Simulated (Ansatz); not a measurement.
# MP2/def2-TZVPP run of BHF2 (SMILES FBF)

Aim: the vertical singlet–triplet gap of BHF2 at MP2/def2-TZVPP, from 2 runs. 

The calculation is run with Ansatz 0.2.0.

46 further runs of the same task are left out: 46 set aside as unsound or not needed.

### 1 Starting point

BHF2: 4 atoms, total charge 0, spin state singlet. SMILES: `FBF`. Geometry: relaxed at PBE0-D4/def2-TZVP.

Bond lengths: F1–B2 1.313 Å, B2–F3 1.313 Å, B2–H4 1.191 Å. Angles: F1–B2–F3 118.1°, F1–B2–H4 121.0°, F3–B2–H4 121.0°.

### 2 The energy at MP2/def2-TZVPP

input.yaml

```yaml
crystal:
  periodic: [false, false, false]
  atoms:
    - symbol: F
      position_ang: [1.154300, 0.456900, -0.361900]
    - symbol: B
      position_ang: [-0.001900, -0.031000, 0.025200]
    - symbol: F
      position_ang: [-1.095400, 0.528700, -0.438900]
    - symbol: H
      position_ang: [-0.057000, -0.954600, 0.775600]
basis:
  gaussian: {orbitals: def2-TZVPP}
correlation: {method: mp2, frozen_orbitals: {B: 1, F: 1, H: 0}}
accuracy: high
```

The run is started by

```bash
$ ansatz run input.yaml --threads 1 --pin off --max-ram 3480MiB --events-out events.jsonl --progress --plain --runs-dir runs
```

Log:

```text
Warning: RAYON_NUM_THREADS=1 ignored (pool sized by the plan → 1); use --threads N
Functional definition: HF
  name "HF"
  exchange = exact_x
  correlation = 0
1729 factors; integrals over basis functions are off by at most 3.4e-9 eV
mean field evaluation 1: about -6103.5136 eV, gradient 3.2e1 eV
mean field evaluation 2: about -6103.5155 eV, gradient 3.2e1 eV
mean field evaluation 4: about -6105.2979 eV, gradient 2.0e0 eV
mean field evaluation 8: about -6105.3126 eV, gradient 7.0e-2 eV
mean field -6105.31260695 eV, -224.3660999757 hartree, gradient 3.7e-8 eV, S^2 0.000000; 0 other end points of the search recorded, 0 dependent functions left out
3 core orbitals not correlated: weight in the atoms' cores, before any rotation towards them, 1.000 or more for the frozen orbitals, at most 0.000 for the correlated occupied ones
reference -6105.31260695 eV, -224.3660999757 hartree; 9, 9 occupied and 95, 95 virtual orbitals, 1729 factors
second order -16.20496265 eV of doubles, -0.00000000 eV of singles
Total energy: -6121.51756960 eV, -224.9616213690 hartree
```

It took 3.9 s on 1 thread of Intel Xeon Platinum 8175M at 2.50GHz (Skylake/Cascade Lake), shared host; peak memory 0.24 GiB.

### 3 The triplet at the same level

input.yaml

```yaml
crystal:
  periodic: [false, false, false]
  atoms:
    - {symbol: F, position_ang: [1.154300, 0.456900, -0.361900]}
    - {symbol: B, position_ang: [-0.001900, -0.031000, 0.025200]}
    - {symbol: F, position_ang: [-1.095400, 0.528700, -0.438900]}
    - {symbol: H, position_ang: [-0.057000, -0.954600, 0.775600]}
basis:
  gaussian: {orbitals: def2-TZVPP}
correlation: {method: mp2, frozen_orbitals: {B: 1, F: 1, H: 0}}
accuracy: high
magnetization: {spin_polarized: true, initial_magnetization: 2}
```

The run is started by

```bash
$ ansatz run input.yaml --threads 1 --pin off --max-ram 3480MiB --events-out events.jsonl --progress --plain --runs-dir runs
```

Log:

```text
Warning: RAYON_NUM_THREADS=1 ignored (pool sized by the plan → 1); use --threads N
Functional definition: HF
  name "HF"
  exchange = exact_x
  correlation = 0
1729 factors; integrals over basis functions are off by at most 3.4e-9 eV
mean field evaluation 1: about -6094.9664 eV, gradient 1.9e1 eV
mean field evaluation 2: about -6094.9713 eV, gradient 1.9e1 eV
mean field evaluation 4: about -6096.9190 eV, gradient 3.8e0 eV
mean field evaluation 8: about -6097.2372 eV, gradient 2.1e-1 eV
mean field -6097.23795144 eV, -224.0693618589 hartree, gradient 3.5e-8 eV, S^2 2.005457; 0 other end points of the search recorded, 0 dependent functions left out
3 core orbitals not correlated: weight in the atoms' cores, before any rotation towards them, 1.000 or more for the frozen orbitals, at most 0.000 for the correlated occupied ones
reference -6097.23795144 eV, -224.0693618589 hartree; 10, 8 occupied and 94, 96 virtual orbitals, 1729 factors
second order -15.86254194 eV of doubles, -0.00000000 eV of singles
Total energy: -6113.10049337 eV, -224.6522995231 hartree
```

Wall time 4.5 s (1 thread of Intel Xeon Platinum 8175M at 2.50GHz (Skylake/Cascade Lake), shared host); peak memory 0.28 GiB.

### 4 Summary of results

At MP2/def2-TZVPP, 3 core orbitals frozen:

| quantity | value |
| --- | --- |
| singlet: total energy | -224.96162 Eh |
| singlet: correlation energy (3 core orbitals frozen) | -595.5 mEh |
| triplet: total energy | -224.65230 Eh |
| triplet: correlation energy (3 core orbitals frozen) | -582.9 mEh |
| triplet: ⟨S²⟩ of the reference determinant | 2.005 |
| vertical energy of the triplet above the singlet | 8.417 eV |

At this shape the triplet lies 8.42 eV (194 kcal/mol) above the singlet.
